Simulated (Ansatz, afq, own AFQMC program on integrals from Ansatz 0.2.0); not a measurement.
**Atomization energy of GeNH, triplet**

```yaml
atoms:
  - { symbol: Ge, position_ang: [0.0000, -0.0292, 0.3009] }
  - { symbol: N, position_ang: [0.0000, 0.0385, -1.5921] }
  - { symbol: H, position_ang: [0.0000, 1.5661, 0.4378] }
```

Connectivity, by distances: GeH–N.

Atoms in their ground-state spins without spin–orbit coupling (mostly on UHF) minus the molecule (UHF), without zero-point energy. The geometry is a stationary point, not shown to be a minimum.

Basis cc-pVTZ. Noble-gas cores (and the filled d shells of Ga–Kr and In–Xe) are frozen. Ansatz 0.2.0 and our own AFQMC program on the same integrals; the CISD trial comes from CCSD amplitudes, and released means the phaseless constraint is let go. Error bars are statistical, one sigma. No spin–orbit coupling. The errors of all members are added in quadrature.

No full CI on the walks' own integrals is used here; CCSDT(Q) serves as the reference and is uncertain by about the last step of the cluster series. Each member takes its own surest rung, up to full CI.

The best estimate is CCSD(T) at the basis-set limit (CBS: def2-TZVPP and def2-QZVPP, with their diffuse functions for anions and beside diffuse sets, CCSD(T) itself extrapolated) plus the step from CCSD(T) to CCSDT(Q) in cc-pVTZ. Rows without CBS are in cc-pVTZ; B2PLYP and the wave-function rows carry a basis error of their own. Core correlation and relativity beyond core potentials are missing, and ± holds the sampling alone.

Cautions: inner d shell frozen; no relativity below Rb; no spin-orbit coupling; GeNH (triplet): lower spins were not checked, an unrestricted solution with more broken spin lies lower, its ph-AFQMC/CISD value lies 28 ± 7 meV above CCSDT(Q).

```tsv
level	atomization energy (kcal/mol)
HF	57.8
r2SCAN	121.2
wB97M-V	119.9
```

Problem. From these cheaper values, estimate the atomization energy at the level of the best estimate.

Solution. 118.2 kcal/mol (best estimate, highest rung CCSDT(Q)).

```json
{"level": "MP2", "atomization energy (kcal/mol)": "103.5", "error against the best estimate (kcal/mol)": "-14.7"}
{"level": "CCSD", "atomization energy (kcal/mol)": "106.6", "error against the best estimate (kcal/mol)": "-11.6"}
{"level": "CCSD(T)", "atomization energy (kcal/mol)": "110.0", "error against the best estimate (kcal/mol)": "-8.2"}
{"level": "CCSDT", "atomization energy (kcal/mol)": "110.5", "error against the best estimate (kcal/mol)": "-7.7"}
{"level": "CCSDT(Q)", "atomization energy (kcal/mol)": "110.8", "error against the best estimate (kcal/mol)": "-7.4"}
{"level": "ph-AFQMC/CISD", "atomization energy (kcal/mol)": "110.3 ± 0.2", "error against the best estimate (kcal/mol)": "-7.9 ± 0.2"}
{"level": "released AFQMC", "atomization energy (kcal/mol)": "110.7 ± 0.2", "error against the best estimate (kcal/mol)": "-7.5 ± 0.2"}
{"level": "HF/CBS", "atomization energy (kcal/mol)": "59.0", "error against the best estimate (kcal/mol)": "-59.1"}
{"level": "MP2/CBS", "atomization energy (kcal/mol)": "110.7", "error against the best estimate (kcal/mol)": "-7.5"}
{"level": "CCSD(T)/CBS", "atomization energy (kcal/mol)": "117.3", "error against the best estimate (kcal/mol)": "-0.8"}
{"level": "PBE", "atomization energy (kcal/mol)": "128.9", "error against the best estimate (kcal/mol)": "10.8"}
{"level": "PBE0", "atomization energy (kcal/mol)": "119.3", "error against the best estimate (kcal/mol)": "1.2"}
{"level": "B3LYP", "atomization energy (kcal/mol)": "124.0", "error against the best estimate (kcal/mol)": "5.8"}
{"level": "B2PLYP", "atomization energy (kcal/mol)": "117.5", "error against the best estimate (kcal/mol)": "-0.7"}
```

Correlation beyond CCSD(T) adds 0.8 kcal/mol. Going to the basis-set limit adds 7.4 kcal/mol at CCSD(T). The perturbative (T) step is worth +3.4 kcal/mol.

Best estimates are given only where the step beyond CCSD(T) is under 0.3 eV and no member's determinant is very poor (T1 over 0.05, or 0.07 for open shells, ⟨S²⟩ too high by 0.3, two states mixed), so the hardest cases are missing from such tables.

The functionals ran in a triple-zeta set and keep a basis error of their own, a few kJ/mol for each bond in atomization energies and more for double hybrids, so close places among them and the extrapolated levels can swap.

CCSDT and higher add their correlation energy to the determinant of the CCSD(T) run, since their own runs factorise the integrals more tightly (a shift of under 2 meV). Each member of a difference takes its own highest rung, so a best estimate needn't equal the limit plus the step of one row. A walk keeps the symmetry of its determinant, which the program's search chose and which needn't be the lowest solution, so a lower state of the same spin and another symmetry isn't excluded. Released energies are given only where the last usable release times agree within the noise; a slower fall can still hide under it.
